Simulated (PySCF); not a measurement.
# C4H4 (Cyclobutadiene): the cost of one run

Programs: PySCF 2.14.0, with density-fitted response routines of our own. Each step states its level of theory. These are calculated values for one molecule in the gas phase, unless marked as measured. Atoms are numbered from 0 throughout.

**1. Starting geometry**

8 atoms, charge 0, multiplicity 1; geometry from: GFN2-xTB. The atoms were then displaced at random by about 0.01 Å, so the start is not that level's minimum.

Bonds of the start (Å): C0–C1 1.36, C1–C2 1.56, C2–C3 1.35, C3–C0 1.53, C0–H4 1.04, C1–H5 1.08, C2–H6 1.04, C3–H7 1.07.

**2. Optimising the geometry at PBE0-D3(BJ)/def2-SVP**

Job settings and geometry (Å):

```
{"job": {"xc": "PBE0", "basis": "def2-SVP", "d3": "d3bj", "grid": 1, "shake": 0.01, "kind": "geom"}, "charge": 0, "multiplicity": 1}
C      1.027690    -0.187870     0.055670
C      0.309180     0.963630     0.087000
C     -1.025290     0.162320    -0.066410
C     -0.279410    -0.963530    -0.099690
H      2.039130    -0.445560     0.088850
H      0.536830     2.016820     0.179680
H     -2.030200     0.439310    -0.103820
H     -0.522810    -2.004260    -0.193740
```

Launch:

```
> OMP_NUM_THREADS=1 python probes_run.py task.json out
```

One launch serves the whole session: the jobs run in the order shown.

**Question.** How long does this first job take on 1 thread of Arm Neoverse V1, shared host, and how much memory does it need?

About 15 s, with a peak of 0.33 GiB.
